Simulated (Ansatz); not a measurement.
We consider body-centred tetragonal In, described by PBE-D3(BJ) in Ansatz (PAW).

Run with plane-wave cutoff 520 eV, 24×24×24 k mesh, Fermi–Dirac smearing 0.05 eV, scalar-relativistic PAW data made under PBE.

The cell is scaled about its equilibrium volume:

Shape and atoms are relaxed at each volume.

```
V (Å³/atom)  P (GPa)  c (Å)  a (Å)
-----------  -------  -----  -----
25.022          1.87  4.873  3.205
25.543          0.87  4.913  3.225
26.064         -0.01  4.946  3.246
26.586         -0.80  4.979  3.268
27.107         -1.49  5.016  3.288
```

Note: the bulk modulus comes from volumes at which shape and atoms were relaxed.

Ansatz is a quantum-chemistry and plane-wave program.
